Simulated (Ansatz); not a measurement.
Input file:

```yaml
crystal:
  periodic: [false, false, false]
  atoms:
    - {symbol: Si, position_ang: [0.000000, 0.000000, 0.000000]}
    - {symbol: Si, position_ang: [0.000000, 0.000000, 2.254714]}
basis:
  gaussian: {orbitals: cc-pVDZ}
magnetization: {spin_polarized: false, initial_magnetization: 2}
correlation: {method: bccd_t, electrons: outside_noble_gas}
```

```sh
$ ansatz run in.yaml --threads 1 --pin off --events-out ev --progress --plain --max-ram 2393MiB
```

(1) Roughly how long does this take on 1 thread of Arm Neoverse V1, shared host, and how much host memory?

```
370 factors; integrals over basis functions are off by at most 9.1e-4 eV
mean field evaluation 1: about -15720.5318 eV, gradient 4.0e0 eV
mean field evaluation 2: about -15720.6723 eV, gradient 4.2e0 eV
mean field evaluation 4: about -15720.8782 eV, gradient 3.6e-1 eV
mean field evaluation 8: about -15720.8836 eV, gradient 5.3e-2 eV
mean field evaluation 16: about -15720.9416 eV, gradient 4.7e-1 eV
mean field evaluation 32: about -15720.5317 eV, gradient 4.0e0 eV
mean field evaluation 64: about -15721.5552 eV, gradient 2.1e-1 eV
mean field evaluation 96: about -15720.8836 eV, gradient 3.3e-6 eV
mean field evaluation 128: about -15718.2526 eV, gradient 5.1e-1 eV
mean field evaluation 160: about -15718.7525 eV, gradient 7.6e0 eV
mean field evaluation 192: about -15720.8836 eV, gradient 4.9e-4 eV
mean field evaluation 224: about -15718.3095 eV, gradient 4.2e-1 eV
mean field evaluation 256: about -15718.0474 eV, gradient 3.4e-3 eV
mean field evaluation 288: about -15717.5154 eV, gradient 3.8e-1 eV
mean field evaluation 320: about -15717.7665 eV, gradient 6.3e0 eV
mean field evaluation 352: about -15719.2326 eV, gradient 2.8e-4 eV
mean field evaluation 384: about -15718.0063 eV, gradient 1.3e0 eV
mean field evaluation 416: about -15718.1668 eV, gradient 1.2e-1 eV
mean field evaluation 448: about -15717.6912 eV, gradient 2.9e-4 eV
mean field -15721.55711935 eV, -577.7565676821 hartree, gradient 1.0e-6 eV, S^2 2.000000; 13 other end points of the search recorded, 0 dependent functions left out
mean field evaluation 480: about -15721.0281 eV, gradient 3.0e-2 eV
mean field evaluation 512: about -15721.6230 eV, gradient 7.0e-1 eV
mean field evaluation 544: about -15721.6136 eV, gradient 5.1e-1 eV
determinant -15721.55711935 eV, -577.7565676821 hartree, with singles and doubles -15725.99329273 eV, -577.9195940466 hartree
determinant -15720.88362587 eV, -577.7318172529 hartree, with singles and doubles -15725.82470881 eV, -577.9133987020 hartree
determinant -15719.23260632 eV, -577.6711434038 hartree, with singles and doubles -15723.47233312 eV, -577.8269504898 hartree
determinant -15718.31111944 eV, -577.6372793856 hartree, with singles and doubles -15722.90375835 eV, -577.8060557526 hartree
determinant -15718.16704198 eV, -577.6319846366 hartree, with singles and doubles -15723.23796854 eV, -577.8183377504 hartree
determinant -15721.55711935 eV, -577.7565676821 hartree, with singles and doubles -15725.99323587 eV, -577.9195919570 hartree
determinant -15720.88362587 eV, -577.7318172529 hartree, with singles and doubles -15725.82463506 eV, -577.9133959918 hartree
mean field evaluation 576: about -15721.4993 eV, gradient 2.6e0 eV
10 core orbitals not correlated: weight in the atoms' cores, before any rotation towards them, 1.000 or more for the frozen orbitals, at most 0.000 for the correlated occupied ones
reference -15721.55711935 eV, -577.7565676821 hartree; 5, 3 occupied and 21, 23 virtual orbitals, 370 factors
second order -3.52564327 eV of doubles, -0.04704882 eV of singles
cycle   1  -4.43329004 eV  change    2.8e-3 eV  update   3.6e-3
cycle   2  -4.43280069 eV  change    4.9e-4 eV  update   9.7e-4
cycle   3  -4.43229950 eV  change    5.0e-4 eV  update   4.4e-4
cycle   4  -4.43238280 eV  change   -8.3e-5 eV  update   1.4e-4
cycle   5  -4.43241967 eV  change   -3.7e-5 eV  update   4.5e-5
cycle   6  -4.43242440 eV  change   -4.7e-6 eV  update   1.5e-5
cycle   7  -4.43241992 eV  change    4.5e-6 eV  update   4.6e-6
perturbative correction -0.20494469 eV, -0.0075315783 hartree
Total energy: -15726.19448396 eV, -577.9269876880 hartree
```

For the same geometry and basis UCCSDT(Q) lies 59.8 meV lower.

Results:

(1) 2.9 s wall and 0.17 GiB.
